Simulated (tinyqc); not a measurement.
Inside a calculation. Method: UKS/B3LYP (VWN-RPA form) in the sto-6g basis, for H2O, spin multiplicity 3. One step of it, computed by the program tinyqc.

Question. Orthogonalisation. S = U s U^T; symmetric (Loewdin) form X = U s^(-1/2) U^T, so that X^T S X = 1.

overlap S, order 1O 1s, 1O 2s, 1O 2px, 1O 2py, 1O 2pz, 2H 1s, 3H 1s:
$$\begin{pmatrix}
1.000000 & 0.231145 & 0.000000 & 0.000000 & 0.000000 & 0.021021 & 0.021021 \\
0.231145 & 1.000000 & 0.000000 & 0.000000 & 0.000000 & 0.249592 & 0.249592 \\
0.000000 & 0.000000 & 1.000000 & 0.000000 & 0.000000 & 0.000000 & 0.000000 \\
0.000000 & 0.000000 & 0.000000 & 1.000000 & 0.000000 & 0.183518 & -0.183518 \\
0.000000 & 0.000000 & 0.000000 & 0.000000 & 1.000000 & 0.150747 & 0.150747 \\
0.021021 & 0.249592 & 0.000000 & 0.183518 & 0.150747 & 1.000000 & 0.097479 \\
0.021021 & 0.249592 & 0.000000 & -0.183518 & 0.150747 & 0.097479 & 1.000000
\end{pmatrix}$$

Give: eigenvalues of S; X.

Answer.

eigenvalues of S: [0.587, 0.687, 0.891, 1.000, 1.105, 1.215, 1.514]

X, order 1O 1s, 1O 2s, 1O 2px, 1O 2py, 1O 2pz, 2H 1s, 3H 1s:
$$\begin{pmatrix}
1.022 & -0.125 & 0.000 & 0.000 & -0.003 & 0.012 & 0.012 \\
-0.125 & 1.072 & 0.000 & 0.000 & 0.030 & -0.132 & -0.132 \\
0.000 & 0.000 & 1.000 & 0.000 & 0.000 & 0.000 & 0.000 \\
0.000 & 0.000 & 0.000 & 1.029 & 0.000 & -0.104 & 0.104 \\
-0.003 & 0.030 & 0.000 & 0.000 & 1.018 & -0.078 & -0.078 \\
0.012 & -0.132 & 0.000 & -0.104 & -0.078 & 1.051 & -0.034 \\
0.012 & -0.132 & 0.000 & 0.104 & -0.078 & -0.034 & 1.051
\end{pmatrix}$$
